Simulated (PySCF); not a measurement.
**Simulated absorption spectrum**

Compound: C5H7Cl.
SMILES: `C=C(C)/C=C/Cl`

Level of theory: TDDFT wB97X-D/def2-SVPD, vertical, gas phase, core orbitals frozen in the response (PySCF). The structure is a single PBE0-D3(BJ)/def2-SVP conformer in the gas phase; no vibrational or solvent corrections. Torsions of this conformer, `[CH2:1]=[C:2]([CH3:3])/[CH:4]=[CH:5]/[Cl:6]`: C1–C2–C4–C5 180°.

Each state is given a Gaussian of 0.4 eV full width at half maximum, with ε(max) = 2.175×10⁸ f / Δν̃ (Δν̃ the width in cm⁻¹). The width is an assumption, not a result. The curve ends short of the highest state used, and states not computed would add to its high-energy end.

(λ (nm), ε (L mol⁻¹ cm⁻¹)): (162.1, 1741), (163.8, 2838), (165.4, 3767), (167.0, 4241), (168.6, 4110), (170.2, 3517), (171.8, 2769), (173.5, 2084), (175.1, 1628), (176.7, 1304), (178.3, 1036), (179.9, 784), (181.5, 550), (183.1, 353), (184.8, 200), (186.4, 107), (188.0, 52), (189.6, 24), (191.2, 10), (192.8, 4), (194.5, 2), (196.1, 2), (197.7, 5), (199.3, 15), (200.9, 47), (202.5, 130), (204.2, 348), (205.8, 801), (207.4, 1685), (209.0, 3258), (210.6, 5811), (212.2, 9589), (213.8, 14691), (215.5, 21384), (217.1, 28386), (218.7, 35304), (220.3, 41255), (221.9, 45413), (223.5, 47210), (225.2, 46331), (226.8, 43123), (228.4, 38173), (230.0, 32205), (231.6, 25947), (233.2, 20003), (234.9, 14486), (236.5, 10255), (238.1, 6985), (239.7, 4584), (241.3, 2904), (242.9, 1778), (244.5, 1054), (246.2, 584), (247.8, 325), (249.4, 176), (251.0, 93)

Question: Locate the maxima and give the states behind the curve.

Answer: 224 nm (5.54 eV), ε about 47000, made up of S1 (100%); 167 nm (7.40 eV), ε about 4300, made up of S6 (17%) and S7 (79%) (ε in L mol⁻¹ cm⁻¹; maxima over ε = 5, shares over 10%). The states used: S1 5.54 eV (f 0.701); S2 6.52 eV (f 0.0000); S3 6.93 eV (f 0.0000); S4 6.94 eV (f 0.0041); S5 7.06 eV (f 0.011); S6 7.34 eV (f 0.011); S7 7.42 eV (f 0.050); S8 7.55 eV (f 0.0016); S9 7.71 eV (f 0.0014); S10 8.25 eV (f 0.0024).

Question: What would ε be at 5.54 eV, the highest of these maxima, with half the width (0.2 eV)?

Answer: About 94500 L mol⁻¹ cm⁻¹ against 47300, a factor of about 2.00; a lone state at its own centre would give exactly 2.

Question: On this curve, what absorbance would a 10⁻⁴ mol/L sample give at 248 nm over a 1 cm path?

Answer: 248 nm is 4.999 eV, where ε is about 300 L mol⁻¹ cm⁻¹, so A = ε c l ≈ 0.03 (Beer–Lambert, with the gas-phase spectrum and the assumed width).

All these states lie below the vertical ionisation energy of 8.63 eV (ΔSCF).

Hardware: an x86-64 server with one thread, shared host. Cost: 33 s wall.
